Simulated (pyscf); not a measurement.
HO–AsH–OH + silane (SiH₄) → silanol (HO–SiH₃) + HO–AsH₂ (four-centre exchange; singlet surface; As–O, H–Si broken, O–Si, As–H formed). Single points on ωB97X-D3(BJ)/def2-SVP structures (PySCF, gas phase). Rate constants from transition-state theory, ωB97M-D3(BJ)/def2-TZVP energies (ideal gas, 1 atm, RRHO with modes under 100 cm⁻¹ raised to 100, one conformer, R ln 2 for rigid chiral ones; no tunnelling), k in cm³ molecule⁻¹ s⁻¹.

| T (K) | 1000/T | log10 k |
|---|---|---|
| 298 | 3.354 | -41.78 |
| 600 | 1.667 | -27.44 |
| 900 | 1.111 | ? |
| 1200 | 0.833 | -19.94 |

### Question
Fit an Arrhenius line to the three values, give the activation energy, and predict k at 900 K.

### Answer
Least squares gives log10 k = -12.86 − 8.64 × 1000/T, so Ea = 8.64 × ln 10 × 1.987 = 39.5 kcal/mol, against an electronic barrier of 37.0. At 900 K the line gives -22.46; the computed value is -22.51 (ΔG‡ = 69.5 kcal/mol), close to the line. On the product side the descent ends in a complex (not fully relaxed), 4.5 kcal/mol under the separated species and 56.0 kcal/mol under the saddle at ωB97X-D3(BJ)/def2-TZVP. This is the saddle that the search found; another between the same sides may lie lower. Elements up to Kr have no core potential and no relativistic terms here.
